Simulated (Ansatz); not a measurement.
**CH₂Cl₂, singlet in cc-pV(D+d)Z: errors against RCCSDT(Q)**

Geometry: MP2(full)/6-31G*, from the G2/97 set.

```xyz
5

C     0.0000    0.0000    0.7994
Cl    0.0000    1.4742   -0.1757
Cl    0.0000   -1.4742   -0.1757
H    -0.8946    0.0000    1.4166
H     0.8946    0.0000    1.4166
```

Basis cc-pV(D+d)Z; Ansatz 0.2.0. Only valence electrons are correlated (noble-gas cores frozen), which leaves 20 electrons in 59 orbitals. Prefix R: restricted or restricted open-shell reference. Active spaces: valence = (16e, 12o, short of the full valence) chosen from the atoms' valence shells.

Full CI isn't at hand for all of this; RCCSDT(Q) serves as the reference, and is uncertain by about the last step of the cluster series.

```
UHF ⟨S²⟩                          : 0.000
T1 diagnostic (RCCSD)             : 0.0081
largest doubles amplitude (RCCSD) : 0.044
```

```csv
level,E − E(RHF) (eV)
RMP2,-11.4542
RCCSD,-12.4722
RCCSD(T),-12.8031
```

(1) Estimate how far RCCSDT(Q) in cc-pV(D+d)Z lies from RCCSD(T). The table doesn't fix it; the size of (T) and the diagnostics are the guide.

(1) RCCSDT(Q) in cc-pV(D+d)Z lies 45 meV below RCCSD(T), which is 14 % of the (T) step (-331 meV). The diagnostics are small and the rest is a small part of (T), but (T) is large here. The miss exceeds 1 kcal/mol.

The other levels:

```csv
level,E − E(RCCSDT(Q)) (meV),share of correlation (%),wall time
CISD,1890,85.29,6 s
BCCD(T),44,99.66,1.8 s
RCCSDT,27,99.79,–
CASSCF (valence space),10366,19.32,–
NEVPT2 (valence space),2059,83.97,2.8 s (H100)
MRCISD (valence space),1244,90.32,–
MRCISD+Q (valence space),143,98.89,7 s (H100)
```

The correlation energy at RCCSDT(Q), counted from RHF, is -12.848 eV. That run took 3.5 s on 5 threads of AMD EPYC 7R13 with a whole H100 80 GB, shared host.

Times hold each run's SCF and search for its determinant on a shared host, so for small cases they say little of a method's own cost; rows without a card ran on 1 thread of AMD EPYC 7R13.

Natural occupations of CASSCF (valence space) about the gap: 1.999 1.982 1.976 1.971 1.970 0.034 0.028 0.022 0.020; effectively unpaired electrons, Σ n²(2−n)², 0.02.

Atomization energy (electronic, same basis, no zero-point term; atoms at the same level, unrestricted beside the R rows where the molecule is a closed shell, with restricted open-shell steps beyond CCSDT(Q)) at RCCSDT(Q): 1416.1 kJ/mol. Errors of other levels:

```json
{"level": "RHF", "error (kJ/mol)": "-346.3"}
{"level": "RMP2", "error (kJ/mol)": "31.7"}
{"level": "CISD", "error (kJ/mol)": "-145.1"}
{"level": "RCCSD", "error (kJ/mol)": "-23.0"}
{"level": "RCCSD(T)", "error (kJ/mol)": "-1.3"}
{"level": "BCCD(T)", "error (kJ/mol)": "-1.0"}
{"level": "RCCSDT", "error (kJ/mol)": "-1.7"}
```

This basis is far from its limit, so the value isn't to be set against a measured one. Truncated CI isn't size-consistent, which counts against it in atomization.
